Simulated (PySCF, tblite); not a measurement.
Isomers of [C5H12P]+ (charge +1), one GFN2-xTB conformer each. Single-point energies are computed at PBE0/pcSseg-1 (PySCF, gas phase, no added dispersion term), electronic only.

```json
{"SMILES": "CC[C@@H]1C[P@H+]1C", "GFN2-xTB relative energy (kJ/mol)": "67.9"}
{"SMILES": "C[C@@H]1[C@H](C)[P@H+]1C", "GFN2-xTB relative energy (kJ/mol)": "64.0"}
{"SMILES": "C/C=C/[PH2+]CC", "GFN2-xTB relative energy (kJ/mol)": "34.9"}
{"SMILES": "C=C[P+](C)(C)C", "GFN2-xTB relative energy (kJ/mol)": "0.0"}
```

Conformers: `[CH3:1][CH2:2][C@@H:3]1[CH2:4][P@H+:5]1[CH3:6]` (charge +1) with C1–C2–C3–C4 154°; `[CH3:1]/[CH:2]=[CH:3]/[PH2+:4][CH2:5][CH3:6]` (charge +1) with C2–C3–P4–C5 123°, C3–P4–C5–C6 177°.

Task: What does PBE0/pcSseg-1 give for the same structures?

Result: 
```tsv
SMILES	PBE0/pcSseg-1 E (Eh)	PBE0/pcSseg-1 (kJ/mol)	GFN2-xTB (kJ/mol)	point group
C=C[P+](C)(C)C	-538.45830	0.0	0.0	Cs
C/C=C/[PH2+]CC	-538.42591	85.0	34.9	C1
C[C@@H]1[C@H](C)[P@H+]1C	-538.41998	100.6	64.0	Cs
CC[C@@H]1C[P@H+]1C	-538.41550	112.4	67.9	C1
```

Both levels put the same isomer lowest; measured from each level's own lowest isomer, the values differ by up to 50.1 kJ/mol (C/C=C/[PH2+]CC: 34.9 against 85.0). As drawn, the highest has a three-membered ring, which the lowest lacks. Neighbours under 21 kJ/mol apart (C/C=C/[PH2+]CC and C[C@@H]1[C@H](C)[P@H+]1C; C[C@@H]1[C@H](C)[P@H+]1C and CC[C@@H]1C[P@H+]1C) can change places with a better method, another conformer or zero-point energy.

Task: Which frontier levels and rotational constants go with these structures?

Result: 
| SMILES | HOMO (eV, PBE0/pcSseg-1) | LUMO (eV) | A, B, C (MHz) |
| --- | --- | --- | --- |
| C=C[P+](C)(C)C | -12.94 | -5.25 | 3337, 2099, 2060 |
| C/C=C/[PH2+]CC | -12.54 | -5.34 | 11193, 1012, 984.4 |
| C[C@@H]1[C@H](C)[P@H+]1C | -13.06 | -4.84 | 4153, 2090, 1615 |
| CC[C@@H]1C[P@H+]1C | -13.39 | -5.12 | 5066, 1739, 1460 |

Task: What happens when harmonic zero-point energies from GFN2-xTB frequencies are added?

Result: 
| SMILES | ZPE (kJ/mol) | electronic (kJ/mol) | with ZPE (kJ/mol) |
| --- | --- | --- | --- |
| C=C[P+](C)(C)C | 398.1 | 0.0 | 0.0 |
| C/C=C/[PH2+]CC | 398.0 | 85.0 | 85.0 |
| C[C@@H]1[C@H](C)[P@H+]1C | 402.6 | 100.6 | 105.1 |
| CC[C@@H]1C[P@H+]1C | 403.5 | 112.4 | 117.7 |

The zero-point energies span 5.5 kJ/mol. The order is unchanged.
